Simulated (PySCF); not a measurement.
# Rotational lines of LiF

Lines J+1 ← J of the vibrational ground state, computed from PBE0 constants of LiF, ¹Σ⁺ (singlet), closed shell (Li def2-TZVP, F def2-TZVP; no relativity (PySCF 2.14); masses 7.0160 and 18.9984 u), in MHz:

```
J  ν (MHz)
5   482149
6   562382
7   642559
8   722669
9   802706
```

**Question.** Find B0 and the effective bond length r0; with αe = 0.0199 cm⁻¹, find Re.

**Answer.** ν = 2B0(J+1) − 4D(J+1)³ gives B0 = 1.3411 cm⁻¹. With the reduced mass μred = 5.1238 u, r0 = √(16.8576/(μred·B0)) (u, cm⁻¹, Å) = 1.5663 Å. Be = B0 + αe/2 = 1.3510 cm⁻¹ gives Re = 1.561 Å.
